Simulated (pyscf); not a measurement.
## Routes from F–SiH₂–O–SiH₃ + hydrogen (H₂)

Candidate steps break at most two bonds and form at most two. Each was searched with GFN2-xTB (tblite) first. Structures and frequencies: ωB97X-D3(BJ)/def2-SVP in PySCF. Energies: ωB97M-D3(BJ)/def2-TZVP, kcal/mol, from the separated reactants, singlet surface; ΔG‡ with ideal gas, 1 atm, RRHO with modes under 100 cm⁻¹ raised to 100, one conformer, R ln 2 for chiral ones without a mode under 150 cm⁻¹.

| products | type | ΔE‡ | ΔE | ΔG‡ 298 K | ΔG‡ 900 K | ν‡ (cm⁻¹) |
|---|---|---|---|---|---|---|
| F–SiH₃ + HO–SiH₃ | four-centre exchange | 52.9 | +26.2 | 62.6 | 81.9 | 1301i |
| H₃Si–O–SiH₃ + HF | four-centre exchange | 58.8 | +32.8 | 68.1 | 85.9 | 1075i |

Plain bond fissions and candidates not yet searched are not listed, and one of them may be faster. Each barrier is that of the saddle found; lower ones may exist.
